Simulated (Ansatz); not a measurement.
# SiH₄F (doublet): wave-function methods side by side at distance Si1–H5 along a hydrogen transfer = 1.580 Å, cc-pVDZ

How much of the correlation energy of SiH₄F (doublet) does each wave-function method recover here?

Program: Ansatz 0.2.0, Gaussian basis. Level of theory: cc-pVDZ, core rule «outside noble gas», up to 6 orbitals frozen. These are calculated values, not measurements.

Plan: UHF; CCSD(T) on ROHF; CCSD(T) on UHF; BCCD(T) on ROHF; CISD; CCSDT(Q) on ROHF; CCSDT(Q) on UHF; CASSCF and MRCISD+Q, 3 electrons in 3 orbitals; CASSCF and NEVPT2, 3 electrons in 3 orbitals; CASSCF and MRCISD+Q, 15 electrons in 12 orbitals; CASSCF and NEVPT2, 15 electrons in 12 orbitals.

### 1 The geometry

The geometry derives from fragments relaxed apart (PBE0/def2-TZVP) and kept rigid, so it is no stationary point. A hydrogen atom is moved between rigid fragments.

6 atoms, charge 0, spin multiplicity 2.

Atoms are counted from 1 here; the program's logs count them from 0.

Bond lengths: Si1–H2 1.485 Å, Si1–H3 1.485 Å, Si1–H4 1.485 Å, Si1–H5 1.580 Å. Angles: H2–Si1–H3 109.5°, H2–Si1–H4 109.5°, H2–Si1–H5 109.5°, H3–Si1–H4 109.5°, H3–Si1–H5 109.5°, H4–Si1–H5 109.5°.

### 2 UHF

File in.yaml:

```yaml
crystal:
  periodic: [false, false, false]
  atoms:
    - {symbol: Si, position_ang: [-1.136604, 0.000000, 0.000000]}
    - {symbol: H, position_ang: [-1.631476, 1.399708, 0.000000]}
    - {symbol: H, position_ang: [-1.631475, -0.699854, 1.212183]}
    - {symbol: H, position_ang: [-1.631476, -0.699854, -1.212183]}
    - {symbol: H, position_ang: [0.443396, 0.000000, 0.000000]}
    - {symbol: F, position_ang: [1.916396, 0.000000, 0.000000]}
basis:
  gaussian: {orbitals: cc-pVDZ}
magnetization: {spin_polarized: true, initial_magnetization: 1}
hamiltonian: {xc: hf}
output: {orbitals: {seedname: orbitals}}
```

Command:

```console
ansatz run in.yaml --threads 1 --pin off --events-out ev --progress --plain --max-ram 4096MiB --backend cpu
```

The runs that follow: CCSD(T) on ROHF; CCSD(T) on UHF; BCCD(T) on ROHF; CISD; CCSDT(Q) on ROHF; CCSDT(Q) on UHF; CASSCF and MRCISD+Q, 3 electrons in 3 orbitals; CASSCF and NEVPT2, 3 electrons in 3 orbitals; CASSCF and MRCISD+Q, 15 electrons in 12 orbitals; CASSCF and NEVPT2, 15 electrons in 12 orbitals.

Before running them: what should the planned runs give, taken together? Wanted: UCCSDT(Q) below the RHF energy; RMP2 from UCCSDT(Q); UMP2 from UCCSDT(Q); RCCSD from UCCSDT(Q); RCCSD(T) from UCCSDT(Q); UCCSD(T) from UCCSDT(Q); RCCSDT(Q) from UCCSDT(Q); NEVPT2 pair from UCCSDT(Q); NEVPT2 valence from UCCSDT(Q).

**Answer**, as computed:

```
                         quantity                                                   value
   UCCSDT(Q) below the RHF energy                                              -8.9916 eV
              RMP2 from UCCSDT(Q)                                             +1411.6 meV
              UMP2 from UCCSDT(Q)                                             +1375.4 meV
             RCCSD from UCCSDT(Q)                                              +168.3 meV
          RCCSD(T) from UCCSDT(Q)                                               +36.1 meV
          UCCSD(T) from UCCSDT(Q)                                               +35.6 meV
         RCCSDT(Q) from UCCSDT(Q)                                                +0.4 meV
       NEVPT2 pair from UCCSDT(Q)                                             +1255.7 meV
    NEVPT2 valence from UCCSDT(Q)                                             +1585.7 meV
  MRCISD+Q valence from UCCSDT(Q)                                              +130.9 meV
levels within 1 kcal/mol (43 meV)  RCCSD(T), UCCSD(T), BCCD(T), RCCSDT, UCCSDT, RCCSDT(Q)
                    T1 diagnostic                                                   0.038
   effectively unpaired electrons                                                    1.02
```

What this shows: RCCSD(T) misses by +36.1 meV, 0.4 % of the correlation energy. One determinant dominates. Of the multireference levels listed MRCISD+Q valence comes nearest in total energy (+130.9 meV), which doesn't show that its space is the better one. These misses are within one basis, not against nature; the frozen cores of restricted and unrestricted runs differ, which can shift their rows.
